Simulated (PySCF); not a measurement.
## Computed NMR parameters against published values

Bonds (- single, = double, # triple, : aromatic): C1-C2 1.501 Å, C2-C3 1.497 Å, C3-C4 1.501 Å, C4-C2 1.497 Å. C1 carries H5, H6, H7; C2 carries H8; C3 carries H9, H10; C4 carries H11, H12. H10, H12 are cis to C1 on the ring; H9, H11 are trans to C1 on the ring.

The experiment to reproduce: δ ¹³C C3/C4 5.6; C2 4.9 ppm (measured; solution, not stated per compound (mostly CDCl3 or CCl4); Pretsch, Buehlmann, Badertscher, Structure Determination of Organic Compounds, 4th ed. (2009)). Coupling constants: ¹J(C2,C1) 44.0 Hz.

- shielding tensors at B97-2/pcSseg-2 (GIAO)
- B3LYP/pcJ-2 coupling constants (without the spin–dipole term)
- geometry from PBE0-D3(BJ)/def2-TZVP
- run in PySCF
- in vacuum, averaged over atoms made equivalent by symmetry, fast rotation or ring inversion, one conformer, relativity neglected

Question: What does the calculation give, and how does it compare?

Answer: 
Reference values: measured (solution, not stated per compound (mostly CDCl3 or CCl4); Pretsch, Buehlmann, Badertscher, Structure Determination of Organic Compounds, 4th ed. (2009)).
| atoms | quantity | reference | computed | computed, scaled |
| --- | --- | --- | --- | --- |
| C3/C4 | δ ¹³C | 5.6 | 7.5 | 5.2 |
| C2 | δ ¹³C | 4.9 | 8.4 | 6.0 |

Computed shifts are σ(ref) − σ with the named reference compound (TMS for H and C) calculated as an isolated molecule at the same level. The measured values may be among those fitted. Expected solution values come from regression of measured δ (H and C: mostly CDCl3, vs TMS) on computed σ: ¹³C (scatter 2.0 ppm rms, 2.1 ppm with the 1 outlier that the fit left out). A few per cent of atoms miss by over 2 rms, more outside the fitted compound classes.

Coupling constants in Hz:
| coupling | reference | computed | source |
| --- | --- | --- | --- |
| ¹J(C2,C1) | 44.0 | 43.8 | measured; liquid or solution; F. J. Weigert, PhD thesis, Caltech 1968 (Carbon-13 magnetic resonance spectroscopy) |

Question: How far are the unscaled ¹³C shifts from the references?

Answer: Mean signed difference +2.70 ppm, mean absolute 2.70 ppm over 2 comparisons; the largest is +3.5 ppm at C2 (three-membered-ring carbon).
